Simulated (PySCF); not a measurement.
# Choosing a basis for TDDFT

Species: CH3Cl.
Z-matrix (Å and degrees, PBE0-D3(BJ)/def2-SVP geometry), rows numbered from 1:
```
C 
Cl  1  1.7750
H   1  1.0971  2  109.13
H   1  1.0971  2  109.12  3   120.03
H   1  1.0971  2  109.10  3  -119.99
```

TDDFT with PBE0 (PySCF), vertical singlets, core orbitals frozen in the response, spherical d and f functions. Isolated species at its PBE0-D3(BJ)/def2-SVP geometry, gas phase.

Q: How do the low singlets change with the basis? Take 6-31G*, 6-31+G*, def2-SVP, def2-SVPD, aug-cc-pVDZ, def2-TZVP, def2-TZVPD and aug-cc-pVTZ.

A: 

| basis | functions | diffuse | S1 (eV) | S2 (eV) | S3 (eV) | S4 (eV) | S5 (eV) | LUMO (eV) | α (au) |
| --- | --- | --- | --- | --- | --- | --- | --- | --- | --- |
| 6-31G* | 38 | no | 7.72 | 7.72 | 10.20 | 10.20 | 10.97 | 1.19 | 20.0 |
| 6-31+G* | 46 | yes | 7.22 | 7.22 | 7.86 | 7.86 | 9.00 | 0.20 | 22.6 |
| def2-SVP | 47 | no | 7.82 | 7.82 | 9.19 | 9.19 | 10.25 | 1.40 | 19.8 |
| def2-SVPD | 71 | yes | 7.35 | 7.35 | 8.14 | 8.14 | 9.32 | 0.39 | 29.1 |
| aug-cc-pVDZ | 77 | yes | 7.09 | 7.09 | 7.53 | 7.53 | 8.37 | -0.16 | 28.7 |
| def2-TZVP | 86 | no | 7.47 | 7.47 | 8.77 | 8.77 | 9.96 | 0.81 | 24.7 |
| def2-TZVPD | 110 | yes | 7.11 | 7.11 | 7.77 | 7.77 | 8.71 | 0.12 | 29.7 |
| aug-cc-pVTZ | 165 | yes | 7.06 | 7.06 | 7.50 | 7.50 | 8.30 | -0.19 | 29.6 |

States are compared by their number. Against the largest diffuse basis here (aug-cc-pVTZ, itself not a converged limit), sets without diffuse functions differ by up to 0.76 eV in S1 and 2.68 eV in S5; the smaller diffuse sets differ by up to 0.29 and 1.03 eV. State by state, the largest deviation of a set without diffuse functions is S1 0.76, S2 0.76, S3 2.70, S4 2.70, S5 2.68 eV. The same number needn't mean the same state in each row. Against aug-cc-pVTZ the polarisability deviates by -32% in 6-31G*, -24% in 6-31+G*, -33% in def2-SVP, -2% in def2-SVPD, -3% in aug-cc-pVDZ, -17% in def2-TZVP, 0% in def2-TZVPD. A single + in a Pople set puts diffuse functions on heavy atoms only.
